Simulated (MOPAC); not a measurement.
MOPAC input (PM6):

```
PM6 FORCE THERMO(298,298) PRECISE LET UHF MS=0.5 GEO-OK AUX(PRECISION=9) THREADS=1
C2H2Cl

C    -0.18612428 1    0.79137197 1   -0.00191958 1
C     1.01989980 1    1.32592108 1   -0.00470667 1
Cl   -0.35874392 1   -0.93535784 1    0.00291655 1
H    -1.12903573 1    1.33027454 1   -0.00231332 1
H     1.99906986 1    1.63446843 1   -0.00663218 1
```

Output:

```
 *******************************************************************************
 **                                                                           **
 **                              MOPAC v23.2.5                                **
 **                                                                           **
 *******************************************************************************
 ** MOPAC's Digital Object Identifier: https://doi.org/10.5281/zenodo.6511958 **
 **                                                                           **
 ** Please cite the open-source release paper for use of this MOPAC version:  **
 ** J. E. Moussa and J. J. P. Stewart (2026)                                  **
 ** MOPAC: An open-source semiempirical molecular orbital program             **
 ** J. Open Source Softw., 11(119), 8025, https://doi.org/10.21105/joss.08025 **
 *******************************************************************************

                              PM6 CALCULATION RESULTS

 *******************************************************************************
 *  PM6        - The PM6 Hamiltonian to be used
 *  GEO-OK     - OVERRIDE INTERATOMIC DISTANCE AND OTHER SAFETY CHECKS
 *  UHF        - UNRESTRICTED HARTREE-FOCK CALCULATION
 *  MS=        - IN MECI, MAGNETIC COMPONENT OF SPIN =  0.5
 *  LET        - OVERRIDE SOME SAFETY CHECKS
 *  PRECISE    - TIGHTER CRITERIA TO BE USED
 *  FORCE      - FORCE CALCULATION SPECIFIED
 *  AUX        - OUTPUT AUXILIARY INFORMATION
 *  THERMO     - THERMODYNAMIC QUANTITIES TO BE CALCULATED
 *******************************************************************************
PM6 FORCE THERMO(298,298) PRECISE LET UHF MS=0.5 GEO-OK AUX(PRECISION=9) THREADS=1
 C2H2Cl

   ATOM   CHEMICAL          X               Y               Z
  NUMBER   SYMBOL      (ANGSTROMS)     (ANGSTROMS)     (ANGSTROMS)

     1       C         -0.18612428  *   0.79137197  *  -0.00191958  *
     2       C          1.01989980  *   1.32592108  *  -0.00470667  *
     3      Cl         -0.35874392  *  -0.93535784  *   0.00291655  *
     4       H         -1.12903573  *   1.33027454  *  -0.00231332  *
     5       H          1.99906986  *   1.63446843  *  -0.00663218  *

          CARTESIAN COORDINATES

    NO.       ATOM           X           Y           Z

     1         C         -0.1861      0.7914     -0.0019
     2         C          1.0199      1.3259     -0.0047
     3        Cl         -0.3587     -0.9354      0.0029
     4         H         -1.1290      1.3303     -0.0023
     5         H          1.9991      1.6345     -0.0066

 General Reference for PM6:
 "Optimization of Parameters for Semiempirical Methods V: Modification of NDDO Approximations
 and Application to 70 Elements", J. J. P. Stewart, J. Mol. Mod., 13, 1173-1213 (2007)
 URL: https://link.springer.com/article/10.1007/s00894-007-0233-4

           Empirical Formula: C2 H2 Cl  =     5 atoms

      MOLECULAR POINT GROUP   :   Cs

          UHF CALCULATION, NO. OF ALPHA ELECTRONS =    9
                           NO. OF BETA  ELECTRONS =    8

[...]
 TRANSITION DIPOLE   2.7915         C 1 -- H 4         +26.3% (103.2%)     30.9%
 TRAVEL (Ang.)       0.1075         C 1 -- C 2         +18.1% ( 85.6%)      0.0%
 REDUCED MASS        7.6644         C 2 -- H 5         +15.3% ( 78.6%)     43.6%
 EFFECTIVE MASS     17.7357
 FORCE CONSTANT      2.6163

 VIBRATION          5    2A"         ATOM PAIR     ENERGY CONTRIBUTION    RADIAL
 FREQUENCY           833.10         C 1 -- H 4         +56.2% ( 70.3%)      0.0%
 TRANSITION DIPOLE   0.7453         C 2 -- H 5         +37.8% ( 57.6%)      0.0%
 TRAVEL (Ang.)       0.3932         C 1 -- Cl3          +3.5% ( 17.5%)      0.0%
 REDUCED MASS        0.5236         C 1 -- C 2          +2.6% ( 15.0%)      0.0%
 EFFECTIVE MASS      1.8401
 FORCE CONSTANT      0.2141

 VIBRATION          6    4A'         ATOM PAIR     ENERGY CONTRIBUTION    RADIAL
 FREQUENCY          1137.25         C 1 -- H 4         +85.9% (100.1%)      0.0%
 TRANSITION DIPOLE   0.1070         C 1 -- Cl3          +6.8% ( 28.1%)      0.1%
 TRAVEL (Ang.)       0.2537         C 2 -- H 5          +6.3% ( 27.0%)     44.9%
 REDUCED MASS        0.9212         C 1 -- C 2          +1.1% ( 11.3%)      0.1%
 EFFECTIVE MASS      1.3992
 FORCE CONSTANT      0.7020

 VIBRATION          7    5A'         ATOM PAIR     ENERGY CONTRIBUTION    RADIAL
 FREQUENCY          2675.14         C 1 -- H 4         +66.5% ( 82.3%)     96.8%
 TRANSITION DIPOLE   0.3980         C 2 -- H 5         +29.0% ( 54.4%)    100.0%
 TRAVEL (Ang.)       0.2158         C 1 -- C 2          +3.3% ( 18.4%)     50.2%
 REDUCED MASS        0.5414         C 1 -- Cl3          +1.2% ( 10.9%)     99.9%
 EFFECTIVE MASS      1.4132
 FORCE CONSTANT      2.2826

 VIBRATION          8    6A'         ATOM PAIR     ENERGY CONTRIBUTION    RADIAL
 FREQUENCY          2760.70         C 2 -- H 5         +60.2% ( 82.0%)    100.0%
 TRANSITION DIPOLE   1.3102         C 1 -- H 4         +33.2% ( 60.8%)     97.3%
 TRAVEL (Ang.)       0.2128         C 1 -- Cl3          +5.0% ( 23.5%)      1.2%
 REDUCED MASS        0.5395         C 1 -- C 2          +1.6% ( 13.4%)     67.7%
 EFFECTIVE MASS      1.4756
 FORCE CONSTANT      2.4226

 VIBRATION          9    7A'         ATOM PAIR     ENERGY CONTRIBUTION    RADIAL
 FREQUENCY          4103.41         C 1 -- C 2         +55.8% ( 98.5%)    100.0%
 TRANSITION DIPOLE   2.1329         C 2 -- H 5         +17.0% ( 54.3%)     99.2%
 TRAVEL (Ang.)       0.0533         C 1 -- H 4         +13.8% ( 49.0%)     43.1%
 REDUCED MASS        5.7834         C 1 -- Cl3         +13.5% ( 48.4%)     22.7%
 EFFECTIVE MASS     11.7285
 FORCE CONSTANT     57.3750

      SYMMETRY NUMBER FOR POINT-GROUP Cs  =  1

          SYSTEM IS A GROUND STATE

 C2H2Cl

          MOLECULE IS NOT LINEAR

          THERE ARE  9 GENUINE VIBRATIONS IN THIS SYSTEM
          THIS THERMODYNAMICS CALCULATION IS LIMITED TO
          MOLECULES WHICH HAVE NO INTERNAL ROTATIONS

                    CALCULATED THERMODYNAMIC PROPERTIES
                                          *
   TEMP. (K)   PARTITION FUNCTION   H.O.F.    ENTHALPY  HEAT CAPACITY ENTROPY
                                   KCAL/MOL   CAL/MOLE    CAL/K/MOL  CAL/K/MOL

 298.00  VIB.     0.1501D+01                   562.4607     5.2147     2.6951
         ROT.     0.1831D+05                   888.2803     2.9808    22.4854
         INT.     0.2749D+05                  1450.7410     8.1955    25.1805
         TRA.     0.4662D+27                  1480.4672     4.9680    38.2662
         TOT.                       48.790    2931.2082    13.1635    63.4467

   *: NOTE: HEATS OF FORMATION ARE RELATIVE TO THE
            ELEMENTS IN THEIR STANDARD STATE AT 298K
              (=  Standard Enthalpy of Formation).

            Hvib:  Zero-point energy is not included.
                   frequencies of less than zero cm-1 are not included.
            Hrot = (3/2)RT
            Htra = (3/2)RT + pV = (5/2)RT

            Heat capacity is Cp, not Cv

          For more information, see: HTTP://OpenMOPAC.net/Manual/thermochemistry.html

           FORCE CONSTANT IN CARTESIAN COORDINATES (Millidynes/A)

    ATOM   CHEMICAL       X               Y               Z
   NUMBER   SYMBOL  FORCE CONSTANT  FORCE CONSTANT  FORCE CONSTANT

      1       C       59.417705        4.592776        1.348023
      2       C       62.217907        0.906732        0.837434
      3      Cl        1.372598        3.058953        0.079797
      4       H        1.964718        2.895952        0.256123
      5       H        4.305403        0.139388        0.282360

 **********************
 *                    *
 * JOB ENDED NORMALLY *
 *                    *
 **********************

 == MOPAC DONE ==
```
